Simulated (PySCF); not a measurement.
PySCF input (TPSS/def2-TZVPD):

```python
from pyscf import gto, scf, dft

mol = gto.M(
    atom='''
    C    -1.20822218   -0.14697636   -0.13555230
    C     0.18225778    0.00356720    0.02923127
    C     1.40777216    0.15861700    0.16390502
    H    -1.45787510   -0.96896555   -0.81442730
    H    -1.56493239    0.78362294   -0.63542508
    H    -1.73558195   -0.19599924    0.82275481
    H     2.46754283    0.29009483    0.28159360
    ''',
    basis='def2-tzvpd',
    charge=1,
    spin=1,
    verbose=4,
)

mf = dft.UKS(mol, xc='tpss').density_fit(auxbasis='def2-universal-jkfit')
mf.grids.level = 3
mf.conv_tol = 1e-9
mf.max_cycle = 100
mf.max_memory = 1500
mf.kernel()
if not mf.converged:
    mf = mf.newton()
    mf.kernel(mf.make_rdm1())
for _ in range(2):
    mo, _, stable, _ = mf.stability(return_status=True)
    if stable:
        break
    mf.kernel(mf.make_rdm1(mo, mf.mo_occ))
mf.analyze()
```

End of the output:

```
Extra cycle  E= -116.353399869252  delta_E= 4.17e-11  |g|= 1.16e-05  |ddm|= 2.61e-05
converged SCF energy = -116.353399869252  <S^2> = 0.75311944  2S+1 = 2.003117
uhf_internal: lowest eigs of H = [0.27125494 0.30388956 0.31358362]
<class 'pyscf.df.df_jk.DFUKS'> wavefunction is stable in the internal stability analysis
**** SCF Summaries ****
Total Energy =                        -116.353399869251504
Nuclear Repulsion Energy =              58.723301718866267
One-electron Energy =                 -265.370911314151385
Two-electron Energy =                   90.294209726033614
Two-electron Coulomb Energy =          107.714248543457032
DFT Exchange-Correlation Energy =      -17.420038817423414
HOMO-LUMO gap [eV] =                     0.820618493571472
**** MO energy ****
                             alpha | beta                alpha | beta
MO #1   energy= -10.3284021846292  | -10.3232896740357  occ= 1 | 1
MO #2   energy= -10.3213740286487  | -10.3116685732082  occ= 1 | 1
MO #3   energy= -10.258865792992   | -10.2582993641683  occ= 1 | 1
MO #4   energy= -1.03441968115159  | -1.01213299587629  occ= 1 | 1
MO #5   energy= -0.941606935775578 | -0.926941866732868 occ= 1 | 1
MO #6   energy= -0.769737110510299 | -0.760142016662449 occ= 1 | 1
MO #7   energy= -0.687990495283994 | -0.683127555747017 occ= 1 | 1
MO #8   energy= -0.657447451941715 | -0.648678980060819 occ= 1 | 1
MO #9   energy= -0.651259061238199 | -0.634623825650835 occ= 1 | 1
MO #10  energy= -0.55760186979467  | -0.520124789506475 occ= 1 | 1
MO #11  energy= -0.531003731291683 | -0.489967615852464 occ= 1 | 0
MO #12  energy= -0.296299243894989 | -0.260981295189492 occ= 0 | 0
MO #13  energy= -0.272221932535484 | -0.242254147390051 occ= 0 | 0
MO #14  energy= -0.179918430733611 | -0.175106470007027 occ= 0 | 0
MO #15  energy= -0.15260711644353  | -0.139711435328285 occ= 0 | 0
MO #16  energy= -0.122012984389658 | -0.116736242928759 occ= 0 | 0
MO #17  energy= -0.106816215318574 | -0.0998009743579864 occ= 0 | 0
MO #18  energy= -0.0923092757407488 | -0.0907686863635932 occ= 0 | 0
MO #19  energy= -0.075248248521047 | -0.0711559232877083 occ= 0 | 0
MO #20  energy= -0.0744605048742114 | -0.0686965311167034 occ= 0 | 0
MO #21  energy= -0.0684676578145541 | -0.0642607344600123 occ= 0 | 0
MO #22  energy= -0.0512174355810479 | -0.0400698799590881 occ= 0 | 0
MO #23  energy= -0.0469191620241659 | -0.0388514057184472 occ= 0 | 0
MO #24  energy= -0.0419980418265548 | -0.0337588630443923 occ= 0 | 0
MO #25  energy= 0.00941699540247219 | 0.0202843834835748 occ= 0 | 0
MO #26  energy= 0.0157435793997467 | 0.0237394348718846 occ= 0 | 0
MO #27  energy= 0.0260749813407809 | 0.0295448996778321 occ= 0 | 0
MO #28  energy= 0.0324485299027208 | 0.0373532204608847 occ= 0 | 0
MO #29  energy= 0.0354994138588295 | 0.041595109876311  occ= 0 | 0
MO #30  energy= 0.0693713433892359 | 0.0734538710546156 occ= 0 | 0
MO #31  energy= 0.0846231338660469 | 0.09159231850357   occ= 0 | 0
MO #32  energy= 0.0909865231701807 | 0.0959790580384171 occ= 0 | 0
MO #33  energy= 0.0937050940896573 | 0.0970059197113252 occ= 0 | 0
MO #34  energy= 0.111499243374648  | 0.113509970277914  occ= 0 | 0
MO #35  energy= 0.114342037292491  | 0.117674884405722  occ= 0 | 0
MO #36  energy= 0.12308620899649   | 0.124827920482452  occ= 0 | 0
MO #37  energy= 0.124493950898507  | 0.131638245270053  occ= 0 | 0
MO #38  energy= 0.129989013416617  | 0.132637624536671  occ= 0 | 0
MO #39  energy= 0.135066018035465  | 0.136962482383329  occ= 0 | 0
MO #40  energy= 0.156127477843524  | 0.16092211611297   occ= 0 | 0
MO #41  energy= 0.160019046346907  | 0.163471386564905  occ= 0 | 0
MO #42  energy= 0.221565413989861  | 0.223020873550326  occ= 0 | 0
MO #43  energy= 0.221725996898174  | 0.22796054811438   occ= 0 | 0
MO #44  energy= 0.225664529899438  | 0.229824237798279  occ= 0 | 0
MO #45  energy= 0.23168121201097   | 0.234323397928724  occ= 0 | 0
MO #46  energy= 0.245196487700821  | 0.248948829113033  occ= 0 | 0
MO #47  energy= 0.267841553391022  | 0.275009119242972  occ= 0 | 0
MO #48  energy= 0.281369022843657  | 0.283027917002506  occ= 0 | 0
MO #49  energy= 0.282825365235458  | 0.289338831755842  occ= 0 | 0
MO #50  energy= 0.288196607634905  | 0.299093146216498  occ= 0 | 0
MO #51  energy= 0.294998240778294  | 0.300172682101227  occ= 0 | 0
MO #52  energy= 0.367964436386096  | 0.37482591488158   occ= 0 | 0
MO #53  energy= 0.373708807251881  | 0.387408717541066  occ= 0 | 0
MO #54  energy= 0.385668798751918  | 0.390336967667673  occ= 0 | 0
MO #55  energy= 0.412991836507892  | 0.417884586469256  occ= 0 | 0
MO #56  energy= 0.442608965530746  | 0.448904209848719  occ= 0 | 0
MO #57  energy= 0.461225783997159  | 0.469607031592215  occ= 0 | 0
MO #58  energy= 0.470445043354016  | 0.479444750761853  occ= 0 | 0
MO #59  energy= 0.477647130773076  | 0.479570581776351  occ= 0 | 0
MO #60  energy= 0.484544083868004  | 0.495322780276816  occ= 0 | 0
MO #61  energy= 0.50290857167977   | 0.508178842130491  occ= 0 | 0
MO #62  energy= 0.512039775476897  | 0.521108163646562  occ= 0 | 0
MO #63  energy= 0.520652406652386  | 0.538515920337585  occ= 0 | 0
MO #64  energy= 0.521467529631981  | 0.545710720772212  occ= 0 | 0
MO #65  energy= 0.568416652481158  | 0.575858898624652  occ= 0 | 0
MO #66  energy= 0.650570178222084  | 0.666047657127879  occ= 0 | 0
MO #67  energy= 0.659562748480965  | 0.67652806578088   occ= 0 | 0
MO #68  energy= 0.681340006193331  | 0.686016238368751  occ= 0 | 0
MO #69  energy= 0.701547523890908  | 0.718446541113323  occ= 0 | 0
MO #70  energy= 0.705905150522038  | 0.721143157264283  occ= 0 | 0
MO #71  energy= 0.739515176575068  | 0.747649468514638  occ= 0 | 0
MO #72  energy= 0.785351196310965  | 0.794848051976249  occ= 0 | 0
MO #73  energy= 0.786145426780004  | 0.805974649366981  occ= 0 | 0
MO #74  energy= 0.930573386737745  | 0.939926999117837  occ= 0 | 0
MO #75  energy= 0.9685057420599    | 0.982608949389522  occ= 0 | 0
MO #76  energy= 1.00893954292711   | 1.01460139774257   occ= 0 | 0
MO #77  energy= 1.15492393864234   | 1.16678779037278   occ= 0 | 0
MO #78  energy= 1.15845421425957   | 1.17152293754948   occ= 0 | 0
MO #79  energy= 1.15894908275569   | 1.18138036149167   occ= 0 | 0
MO #80  energy= 1.29652227765691   | 1.33171242649504   occ= 0 | 0
MO #81  energy= 1.32237670484581   | 1.33220106592529   occ= 0 | 0
MO #82  energy= 1.35767472173919   | 1.36654646266462   occ= 0 | 0
MO #83  energy= 1.37156686782493   | 1.38041784189246   occ= 0 | 0
MO #84  energy= 1.51251631660258   | 1.52273252017807   occ= 0 | 0
MO #85  energy= 1.52419819739096   | 1.53282422688551   occ= 0 | 0
MO #86  energy= 1.53604915579947   | 1.55814959033551   occ= 0 | 0
MO #87  energy= 1.55354041877833   | 1.57002004790434   occ= 0 | 0
MO #88  energy= 1.5569375089263    | 1.57574096199785   occ= 0 | 0
MO #89  energy= 1.55833804946853   | 1.57945232721242   occ= 0 | 0
MO #90  energy= 1.67371612603726   | 1.68494106355791   occ= 0 | 0
MO #91  energy= 1.68177072235749   | 1.6952290481521    occ= 0 | 0
MO #92  energy= 1.79104923334074   | 1.80247140778413   occ= 0 | 0
MO #93  energy= 1.8430286819926    | 1.85165516715018   occ= 0 | 0
MO #94  energy= 1.93682777132579   | 1.95486608873534   occ= 0 | 0
MO #95  energy= 1.97947061583013   | 1.99069928707025   occ= 0 | 0
MO #96  energy= 1.99890531935989   | 2.01963273529275   occ= 0 | 0
MO #97  energy= 2.12684386567373   | 2.13414205091981   occ= 0 | 0
MO #98  energy= 2.17840872724954   | 2.20071941264447   occ= 0 | 0
MO #99  energy= 2.19823251092022   | 2.23168568306027   occ= 0 | 0
MO #100 energy= 2.20886506849263   | 2.23365692478137   occ= 0 | 0
MO #101 energy= 2.23079644012595   | 2.24845225497198   occ= 0 | 0
MO #102 energy= 2.23382124502868   | 2.25602270852692   occ= 0 | 0
MO #103 energy= 2.2953892586829    | 2.301036723976     occ= 0 | 0
MO #104 energy= 2.36356843278105   | 2.38000287058846   occ= 0 | 0
[...]
```
